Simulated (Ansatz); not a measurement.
**BNH₃ (doublet): wave-function methods side by side at a displaced geometry (v1), cc-pVDZ**

One table from this session's results is given with a row withheld; the runs are named, their logs left out.

Method: cc-pVDZ, core rule «outside noble gas», up to 2 orbitals frozen; program: Ansatz 0.2.0, Gaussian basis.

To be run: UHF; CCSD(T) on ROHF; CCSD(T) on UHF; BCCD(T) on ROHF; CISD; CCSDT(Q) on ROHF; CCSDT(Q) on UHF.

22 further runs of the same task are left out: 1 for a known fault of the program, 8 that didn't finish, 13 set aside as unsound or not needed.

### What is computed

The geometry is a PBE0/def2-TZVP stationary point (not a proven minimum) with its atoms shifted at random (size 0.040 Å).

5 atoms, charge 0, spin multiplicity 2.

Atoms are counted from 1 here; the program's logs count them from 0.

Bond lengths: B1–N2 1.382 Å, B1–H3 1.190 Å, N2–H4 1.014 Å, N2–H5 1.048 Å. Angles: N2–B1–H3 122.6°, B1–N2–H4 123.6°, B1–N2–H5 126.8°, H4–N2–H5 108.9°.

The first run:

File in.yaml:

```yaml
crystal:
  periodic: [false, false, false]
  atoms:
    - {symbol: B, position_ang: [0.004276, -0.172380, 0.797684]}
    - {symbol: N, position_ang: [0.003443, 0.058656, -0.564983]}
    - {symbol: H, position_ang: [0.051407, 0.708410, 1.596636]}
    - {symbol: H, position_ang: [-0.051370, 0.983470, -0.978006]}
    - {symbol: H, position_ang: [-0.093754, -0.658059, -1.323242]}
basis:
  gaussian: {orbitals: cc-pVDZ}
magnetization: {spin_polarized: true, initial_magnetization: 1}
hamiltonian: {xc: hf}
output: {orbitals: {seedname: orbitals}}
```

Command:

```sh
$ ansatz run in.yaml --threads 1 --pin off --events-out ev --progress --plain --max-ram 2393MiB
```

Steps of the session up to this table: UHF; CCSD(T) on ROHF; CCSD(T) on UHF; BCCD(T) on ROHF; CISD; CCSDT(Q) on ROHF; CCSDT(Q) on UHF.

One table of the session follows, with a row left open; its other results are not shown here.

| method | from UCCSDT(Q) (meV) |
| --- | --- |
| ROHF | +7444.5 |
| UHF | +7406.8 |
| RMP2 | +884.9 |
| UMP2 | +877.6 |
| CISD | +709.0 |
| RCCSD | +223.4 |
| UCCSD | +223.0 |
| RCCSD(T) | +32.6 |
| UCCSD(T) | +32.6 |
| BCCD(T) | ? |
| RCCSDT | +15.0 |
| UCCSDT | +14.9 |
| RCCSDT(Q) | +1.2 |
| UCCSDT(Q) | 0 |

**Question.** Estimate the row for BCCD(T).

The run gave: from UCCSDT(Q) (meV): +32.9. In the column «from UCCSDT(Q) (meV)» it lies between UCCSD(T) (+32.6) and UCCSD (+223.0).

To keep in mind: Restricted and unrestricted rows rest on different reference determinants; where their highest levels disagree by more than a few hundredths of an eV, they describe different states and don't form one ladder.
